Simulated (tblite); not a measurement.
Species: methylketene, C3H4O.
Numbering: `[CH3:1][CH:2]=[C:3]=[O:4]` (hydrogens: H5, H6, H7 on C1; H8 on C2)

Computed with GFN2-xTB (tblite), gas phase: Langevin dynamics at 300 K from the optimised GFN2-xTB geometry, time step 0.5 fs, friction 0.01 fs⁻¹, 2000 steps.

Start geometry:
```
atom  x, y, z in Å
C1     -0.908   -0.337   -0.108
C2      0.298    0.494    0.239
C3      1.516    0.171   -0.043
O4      2.619   -0.113   -0.293
H5     -0.611   -1.246   -0.623
H6     -1.581    0.227   -0.752
H7     -1.451   -0.609    0.796
H8      0.127    1.423    0.759
```

The statistics below take the 31 frames saved every 25 fs from 250 to 1000 fs; their kinetic temperature (all 3N coordinates) averages 287 K.

Question: Give the mean, spread and extremes of the bond lengths.

Answer: 
```csv
bond,start (Å),mean (Å),standard deviation (Å),shortest (Å),longest (Å)
C1–C2,1.505,1.516,0.028,1.456,1.573
C2=C3,1.292,1.291,0.022,1.242,1.333
C3=O4,1.166,1.164,0.022,1.127,1.214
C1–H5,1.086,1.096,0.035,1.022,1.170
C1–H6,1.089,1.089,0.024,1.031,1.130
C1–H7,1.089,1.094,0.028,1.024,1.165
C2–H8,1.078,1.078,0.026,1.040,1.145
```

Question: Give the same statistics for bond angles, one of each kind.

Answer: 
```tsv
angle	start (°)	mean (°)	standard deviation (°)	smallest (°)	largest (°)
C2–C1–H5	110.7	111.1	4.0	102.8	119.0
C2–C1–H6	110.2	110.8	4.4	101.2	119.6
H5–C1–H6	108.8	108.0	4.9	98.5	116.4
H6–C1–H7	108.2	107.5	5.3	98.7	118.5
C1–C2–C3	124.5	122.9	4.6	116.1	132.8
C1–C2–H8	117.4	117.4	4.7	108.5	128.9
C3–C2–H8	118.0	119.1	5.5	104.8	129.3
C2–C3–O4	179.5	174.3	2.6	167.6	179.1
```

Question: How far does each atom move about its mean position (frames aligned on the start, all atoms weighted alike), and what rms force does it feel?

Answer: 
```tsv
atom	rms displacement (Å)	rms force (eV/Å)
C1	0.05	1.98
C2	0.16	2.11
C3	0.13	3.13
O4	0.35	2.15
H5	0.51	1.18
H6	0.56	0.93
H7	0.50	0.92
H8	0.48	0.86
```

The displacements run from 0.05 to 0.56 Å, the largest at H6.

Question: How widely does the potential energy scatter, against a harmonic estimate?

Answer: Mean 0.22 eV above the start, standard deviation 0.069 eV, range 0.08 to 0.35 eV. For 18 classical harmonic modes at 300 K the canonical values are 18kT/2 = 0.23 eV and kT·√(18/2) = 0.078 eV.

The run is classical and short, so these are rough statistics of one trajectory.

What follows is the cost of the whole dynamics run. Hardware: AMD EPYC, one thread (shared host). Cost: 16 s, 0.18 GiB resident at most.
